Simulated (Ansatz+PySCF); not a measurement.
The numbers below are computed, except where a source is named.
A run of Ansatz (development build ahead of 0.2.0) on singlet H₂O at this shape:

| atom | x (Å) | y (Å) | z (Å) |
| --- | --- | --- | --- |
| O | 0.0000 | 0.0000 | -0.1197 |
| H | 0.0000 | 1.2067 | 0.8376 |
| H | 0.0000 | -0.7542 | 0.4787 |

Its results:

```json
{"Converged": "yes", "Total energy": "-76.20206 hartree", "Spin squared of the determinant": "0.000", "Stability test": "minimum among restricted orbitals"}
```

Forces (eV/Å):
```
atom     Fx      Fy      Fz
  O1  0.000   5.071   2.191
  H2  0.000  -4.488  -3.212
  H3  0.000  -0.583   1.021
```

(1) Which input gives this output? Name the method, the orbitals and the basis set, and write the input.

## Answers

(1) PBE0 (restricted) in 6-31G. An unrestricted run that stays on the closed shell gives the same numbers.

```yaml
crystal:
  periodic: [false, false, false]
  atoms:
    - { symbol: O, position_ang: [0.0, 0.0, -0.11966] }
    - { symbol: H, position_ang: [0.0, 1.20668, 0.83764] }
    - { symbol: H, position_ang: [0.0, -0.75417, 0.47865] }
basis:
  gaussian: { orbitals: "6-31G" }
hamiltonian:
  xc: pbe0
output:
  forces: true
```
